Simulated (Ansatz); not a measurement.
Computed with Ansatz on PBE0-D4/def2-TZVP structures; ΔE is electronic, products minus reactants. CCSD(T)/CBS adds triple-zeta CCSD(T) − MP2 to the extrapolated MP2 energy (def2 sets, frozen cores). This one scheme is used for every species, atoms too. Functionals use def2-TZVPP. No spin–orbit coupling; open shells (•) take unrestricted orbitals. Spin–orbit coupling would lower the free atoms: a little for C, F, O. Each species was taken in one conformer, which may not be the lowest.

Consider the atomization: `NC(F)=C=O` → 2 C• + F• + 2 H• + N• + O•.

| species | r2SCANh-D4 energy (Eh) |
| --- | --- |
| `NC(F)=C=O` | -307.13292 |
| C• | -37.83336 |
| F• | -99.72490 |
| H• | -0.49990 |
| N• | -54.58116 |
| O• | -75.05767 |

(1) Work out ΔE.

Largest T1 diagnostic among the species: 0.016.

Answers

(1) ΔE = 2 × (-37.83336) + 2 × (-0.49990) + (-99.72490) + (-54.58116) + (-75.05767) − (-307.13292) = 1.10267 Eh = +30.01 eV. CCSD(T)/CBS gives +30.10 eV.

In def2-TZVPP, CCSD(T) changes the Hartree–Fock value by +10.09 eV (the triples alone add +0.82 eV) and MP2 by +11.37 eV; breaking electron pairs costs correlation energy, which Hartree–Fock lacks. The D4 term adds +0.17 eV with B3LYP and +0.09 eV with PBE0; it sums over pairs of atoms, weighted by their polarisabilities, and B3LYP, whose exchange is more repulsive, gets the larger term.

B3LYP here is the variant with VWN-RPA as its local correlation; programs differ in this.

For atomizations the MP2-based limit and the directly extrapolated one differ by several kJ/mol either way, and by 10 to 25 for some Ge, Se and Sn compounds, so smaller differences from it don't rank the levels.
